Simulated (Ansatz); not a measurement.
Rock-salt TiC, treated with HSE06 in Ansatz (PAW).

Numerical settings: plane-wave cutoff 500 eV, 10×10×10 k mesh, Fermi–Dirac smearing 0.05 eV, no spin polarisation, scalar-relativistic PAW data made under PBE.

Computed at the level's own relaxed cell.

Question: What does this level give for the volume per atom and lattice parameter a?

Answer: 
volume per atom: 9.97 Å³/atom
lattice parameter a: 4.305 Å

Measured, for comparison: equilibrium volume per atom 10.15 Å³/atom, lattice constant a 4.33 Å (temperature not stated, no zero-point or thermal correction; as tabulated in Zhang et al. (2018), doi:10.1088/1367-2630/aac7f0). Computed (rounded) less measured: equilibrium volume per atom -1.8 %, lattice constant a -0.6 %. A static lattice is as a rule a little smaller and stiffer than an uncorrected measurement, which narrows the difference in the equilibrium volume per atom, lattice constant a and would widen misses of the other sign.

Note: exact exchange on metals is sensitive to the k mesh and can open a false gap; the run warned that the count of filled bands differs between k points.

Ansatz is an electronic-structure program.
